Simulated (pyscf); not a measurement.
H₂N–BH–OH (SMILES NBO) + H₂ (SMILES [H][H]) → H₂B–OH (SMILES BO) + NH₃ (SMILES N), a four-centre exchange (singlet surface; B–N, H–H broken, B–H, H–N formed). PySCF, gas phase, ωB97X-D3(BJ)/def2-SVP geometries. Energies in kcal/mol from the separated reactants.

Small-basis levels: PySCF, no dispersion term, spherical d functions. 

Q: In single points BP86/6-31G* puts the saddle at 44.9 kcal/mol and the reaction energy at +25.1 kcal/mol. Should these be trusted to within a few kcal/mol? Compare with ωB97M-D3(BJ)/def2-TZVP.

A: ωB97M-D3(BJ)/def2-TZVP gives ΔE‡ = 47.2 kcal/mol and ΔE = +24.0 kcal/mol. BP86/6-31G* lies 2.2 kcal/mol under it in the barrier and 1.1 kcal/mol over it in the reaction energy, so on this step it holds to within 3.0 kcal/mol. ωB97M-D3(BJ)/def2-TZVP has limits of its own. On the product side the descent ends in an adduct with a B–N contact, 13.1 kcal/mol under the separated species and 36.8 kcal/mol under the saddle at ωB97X-D3(BJ)/def2-TZVP. What is counted as broken (B–N) persists as a longer contact in the product adduct; parting that adduct is a step of its own. At the saddle there is also a short B–H contact that neither side keeps. This is the saddle that the search found; another between the same sides may lie lower.
